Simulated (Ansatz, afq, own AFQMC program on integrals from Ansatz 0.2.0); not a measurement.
Two steps: Ansatz 0.2.0 writes the Fock matrix and Cholesky factors of the valence space, and afq projects on them the lowest state that overlaps trial and start.

```yaml
crystal:
  periodic: [false, false, false]
  atoms:
    - {symbol: Ge, position_ang: [0.000000, 0.000000, 0.000000]}
    - {symbol: H, position_ang: [1.336213, 1.340557, 1.338817]}
    - {symbol: H, position_ang: [-1.341595, -1.335755, 1.338234]}
    - {symbol: H, position_ang: [-1.335460, 1.336499, -1.343618]}
    - {symbol: H, position_ang: [1.340842, -1.341301, -1.333434]}
basis:
  gaussian: {orbitals: cc-pVDZ}
magnetization: {spin_polarized: false}
correlation: {method: ccsd_t, electrons: outside_noble_gas, hamiltonian_folder: ham}
```

```sh
$ ansatz run in.yaml --threads 1 --pin off --events-out ev --progress --plain --max-ram 1382MiB
```

afq runs on the folder ham with

```
--method phaseless --trial cisd --walkers 60 --populations 1 --least-time 40 --time-step 0.005 --steps-per-block 50 --equilibration-blocks 40 --max-blocks 300 --target-error 0.00068 --factor-cut 1e-05 --seed 7583 --release-times 0.24,0.51,0.99,1.62,2.4 --release-step 0.03 --release-every 4 --taylor-order 6
```

Times are imaginary, in 1/Eh. The walk had a cap of 743 s. Filled inner d shells are frozen with the cores.

Log:

```
orbitals 33  electrons 4 4  factors 217 of 497
reference energy -2077.30865589 Eh
CCSD correlation -0.19696092 Eh in 11 cycles, weight of the determinant in the CISD state 0.7667
energy of the start -2077.505617 Eh
 block  time / (1/Eh)  mean weight  energy / Eh
     1     0.250  0.9972  -2077.502518
     2     0.500  1.0001  -2077.501956
     3     0.750  0.9990  -2077.501766
     4     1.000  0.9995  -2077.504371
     5     1.250  1.0025  -2077.504194
    10     2.500  0.9997  -2077.512081
    49    12.250  1.0009  -2077.539927
    89    22.250  1.0010  -2077.529974
   129    32.250  0.9998  -2077.510385
   169    42.250  0.9998  -2077.516366
   209    52.250  1.0000  -2077.517301
   249    62.250  1.0008  -2077.518513
   257    64.250  1.0016  -2077.506352
   289    72.250  0.9983  -2077.517215
   329    82.250  1.0008  -2077.515533
   337    84.250  0.9996  -2077.526458
blocks merged  error / Eh  count
     1  0.000540  300
     2  0.000665  150
     4  0.000766  75
     8  0.000917  37
    16  0.000799  18
    32  0.000907  9
released: time / (1/Eh)  energy / Eh  error  mean overlap
  0.24  -2077.517693  0.000853  1.0037
  0.51  -2077.518284  0.000883  1.0036
  0.99  -2077.519275  0.000970  1.0022
  1.62  -2077.520384  0.000877  0.9832
  2.40  -2077.520147  0.000798  0.9775
energy -2077.517787 +/- 0.000917 Eh
(rows thinned)
```

The run passed its tests (sampling time, drift between the halves within three errors, error under three times the target), which doesn't prove that it has relaxed.

Against this walk (error 25.0 meV) on the same determinant: CCSD(T) 30.1 meV higher (within the noise), CCSDT(Q) 103.2 meV lower. The error is statistical and leaves out the bias of the constraint. None of these is a sure reference here. Released to 2.40 1/Eh the energy moves by -64 ± 33 meV (both errors), within twice the noise.

Cautions: constraint bias not in the error; error above the target (25.0 against 18.5 meV); no relativity below Rb; no spin-orbit coupling; inner d shell frozen; higher spins were not checked; restricted determinant unstable towards unrestricted (UHF 1.17 eV lower, ⟨S²⟩ 1.59); strong correlation (T1 0.024, weight of the determinant 0.77, largest double 0.15); CCSD(T) is in doubt: in a space of 8 electrons in 8 natural orbitals full CI lies 84 meV below it; the bias of populations of 60 walkers isn't removed.

The walk took 120 s on 1 thread of Arm Neoverse V1, with other jobs on the host. The log's last line is the phaseless energy.

CCSDT and higher add their correlation energy to the determinant of the CCSD(T) run, since their own runs factorise the integrals more tightly (a shift of under 2 meV). A walk keeps the symmetry of its determinant, which the program's search chose and which needn't be the lowest solution, so a lower state of the same spin and another symmetry isn't excluded.
